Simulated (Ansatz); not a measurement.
AlH$_{4}$NO, SMILES `[NH2][AlH][OH]` at its PBE0-D4/def2-TZVP geometry, where that method's forces vanish. The species carries charge 0 and has multiplicity 1.

```xyz
7

N     0.3381    1.2355    0.3811
Al    0.0609   -0.4879    0.1526
O    -0.8478   -0.9439   -1.2070
H     0.0000    1.9615   -0.2290
H     0.8600    1.6301    1.1456
H     0.6407   -1.5430    1.1749
H    -1.0520   -1.8522   -1.4181
```

(1) What forces (eV/Å) does PBE-D4/def2-TZVPP give on these atoms in Ansatz? (Estimate.)

Answers

(1) The calculation gave: 
```
N1  -0.027 -0.114 -0.028
Al2  0.135 -0.155  0.223
O3  -0.124  0.337 -0.231
H4  -0.106  0.274 -0.197
H5   0.176  0.152  0.256
H6   0.048 -0.062  0.084
H7  -0.102 -0.432 -0.108
```
